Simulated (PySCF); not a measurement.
**Basis-set dependence of population analyses: `O=C(F)C1CC1`**

Compound: C₄H₅FO.
SMILES with atom numbers: `[O:1]=[C:2]([F:3])[CH:4]1[CH2:5][CH2:6]1` (hydrogens: H7 on C4; H8, H9 on C5; H10, H11 on C6)

Geometry (PBE0-D3(BJ)/def2-SVP, Å), atoms numbered from 1 in this order:
```xyz
11
C4H5FO angstrom
O      1.8305    0.0788   -1.1849
C      1.3314    0.7065   -0.3102
F      1.9494    1.7804    0.2001
C      0.0371    0.4601    0.3513
C     -0.3749   -0.9863    0.5214
C     -1.0552   -0.1537   -0.4966
H     -0.2376    1.1761    1.1275
H     -0.9040   -1.2355    1.4440
H      0.3406   -1.7351    0.1731
H     -2.0738    0.1932   -0.3088
H     -0.8028   -0.3274   -1.5456
```

PBE0 throughout (PySCF), one geometry, spherical d and f functions. Isolated species at its PBE0-D3(BJ)/def2-SVP geometry (one conformer only). Atoms taken as equivalent share a column and are averaged. The first 7 of 8 kinds of atom are listed.

Mulliken charges (e):

| basis | functions | O1 | C2 | F3 | C4 | C5/C6 | H7 | H8/H10 |
| --- | --- | --- | --- | --- | --- | --- | --- | --- |
| STO-3G | 35 | -0.223 | +0.258 | -0.080 | -0.125 | -0.165 | +0.100 | +0.098 |
| 6-31G | 64 | -0.375 | +0.590 | -0.290 | -0.316 | -0.328 | +0.213 | +0.199 |
| 6-31G* | 94 | -0.401 | +0.663 | -0.296 | -0.301 | -0.358 | +0.209 | +0.202 |
| def2-SVP | 109 | -0.195 | +0.364 | -0.191 | -0.281 | -0.054 | +0.075 | +0.079 |
| 6-311+G(2d,p) | 192 | -0.442 | +0.478 | -0.282 | +0.062 | -0.242 | +0.115 | +0.129 |
| def2-TZVP | 216 | -0.269 | +0.312 | -0.161 | -0.132 | -0.234 | +0.138 | +0.137 |

IAO charges (e):

| basis | functions | O1 | C2 | F3 | C4 | C5/C6 | H7 | H8/H10 |
| --- | --- | --- | --- | --- | --- | --- | --- | --- |
| STO-3G | 35 | -0.230 | +0.316 | -0.102 | -0.208 | -0.257 | +0.150 | +0.146 |
| 6-31G | 64 | -0.385 | +0.557 | -0.259 | -0.212 | -0.275 | +0.176 | +0.165 |
| 6-31G* | 94 | -0.416 | +0.616 | -0.272 | -0.211 | -0.263 | +0.165 | +0.157 |
| def2-SVP | 109 | -0.407 | +0.609 | -0.272 | -0.210 | -0.256 | +0.163 | +0.154 |
| 6-311+G(2d,p) | 192 | -0.421 | +0.625 | -0.284 | -0.215 | -0.273 | +0.172 | +0.163 |
| def2-TZVP | 216 | -0.423 | +0.630 | -0.285 | -0.216 | -0.273 | +0.172 | +0.163 |

Hirshfeld charges (e):

```
        basis  functions      O1      C2      F3      C4   C5/C6      H7  H8/H10
       STO-3G         35  -0.182  +0.176  -0.044  -0.039  -0.034  +0.030  +0.031
        6-31G         64  -0.240  +0.230  -0.095  -0.049  -0.064  +0.056  +0.057
       6-31G*         94  -0.246  +0.228  -0.082  -0.048  -0.064  +0.054  +0.055
     def2-SVP        109  -0.235  +0.233  -0.082  -0.054  -0.069  +0.053  +0.057
6-311+G(2d,p)        192  -0.235  +0.228  -0.090  -0.062  -0.073  +0.061  +0.061
    def2-TZVP        216  -0.236  +0.230  -0.087  -0.060  -0.074  +0.060  +0.061
```

ESP-fitted charges (e):

```
        basis  functions      O1      C2      F3      C4   C5/C6      H7  H8/H10
       STO-3G         35  -0.322  +0.541  -0.154  -0.246  -0.252  +0.142  +0.140
        6-31G         64  -0.488  +0.816  -0.302  -0.324  -0.297  +0.193  +0.179
       6-31G*         94  -0.405  +0.581  -0.205  -0.205  -0.306  +0.159  +0.172
     def2-SVP        109  -0.416  +0.631  -0.233  -0.219  -0.270  +0.157  +0.157
6-311+G(2d,p)        192  -0.422  +0.626  -0.241  -0.216  -0.292  +0.168  +0.168
    def2-TZVP        216  -0.420  +0.621  -0.234  -0.216  -0.289  +0.165  +0.167
```

Problem. Which scheme is steadiest as the basis changes?

Solution. Largest range over the bases for any column: Hirshfeld 0.06 e, ESP-fitted 0.27 e, IAO 0.31 e, Mulliken 0.41 e. Hirshfeld charges move least and Mulliken charges most, counted in e. Without the minimal STO-3G basis the ranges are Hirshfeld 0.01, ESP-fitted 0.23, IAO 0.07, Mulliken 0.38 e.

Problem. How much do the charges still move between the two largest bases, 6-311+G(2d,p) and def2-TZVP?

Solution. At most, over all atoms: Mulliken 0.194 e, IAO 0.005 e, Hirshfeld 0.003 e, ESP-fitted 0.008 e.

Problem. What do the same runs give for the total energy, the frontier levels and the dipole moment?

Solution. 
| basis | energy (Eh) | HOMO (eV) | LUMO (eV) | μ (D) |
| --- | --- | --- | --- | --- |
| STO-3G | -325.7683 | -5.03 | 3.08 | 1.92 |
| 6-31G | -330.0236 | -8.76 | -0.37 | 3.48 |
| 6-31G* | -330.1223 | -8.53 | 0.02 | 3.12 |
| def2-SVP | -329.8857 | -8.76 | -0.21 | 3.14 |
| 6-311+G(2d,p) | -330.2294 | -8.94 | -0.47 | 3.37 |
| def2-TZVP | -330.2609 | -8.88 | -0.36 | 3.30 |

The dipole is fixed by the density alone, so its range of 1.56 D shows that the density itself changes with the basis, not only its division among atoms.
